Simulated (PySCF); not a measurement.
Geometries of 2 isomers of C3H5NO2, from PBE0-D3(BJ)/def2-SVP geometry optimisation, gas phase in PySCF. One conformer each, no zero-point energy, no frequencies.

Question: Which isomer lies lower at this level?
A.
```xyz
11
angstrom
N      1.434   -0.311    0.916
C      0.949   -0.493   -0.332
O      1.565   -1.008   -1.240
C     -0.453    0.063   -0.580
C     -1.432    0.171    0.553
O     -1.153    0.211    1.726
H      0.803   -0.032    1.662
H      2.339   -0.712    1.127
H     -0.336    1.088   -0.981
H     -0.895   -0.512   -1.407
H     -2.501    0.244    0.233
```
B.
```xyz
11
angstrom
C     -1.686   -0.482    0.101
C     -0.252   -0.262    0.451
O      0.249   -0.537    1.516
C      0.613    0.365   -0.663
N      1.892    0.526   -0.279
O      0.141    0.659   -1.742
H     -2.217   -0.930    0.949
H     -1.755   -1.126   -0.789
H     -2.146    0.475   -0.189
H      2.157    0.241    0.656
H      2.565    0.930   -0.916
```

Answer: B. That is pyruvamide, `CC(=O)C(N)=O`, 5.2 kcal/mol below the other.

```
      SMILES                   atoms numbered as above      E (Eh)  relative (kcal/mol)  relative (kJ/mol)  dipole (D)
CC(=O)C(N)=O  [CH3:1][C:2](=[O:3])[C:4]([NH2:5])=[O:6]  -321.95600                  0.0                0.0        1.24
  NC(=O)CC=O   [NH2:1][C:2](=[O:3])[CH2:4][CH:5]=[O:6]  -321.94766                  5.2               21.9        2.18
```
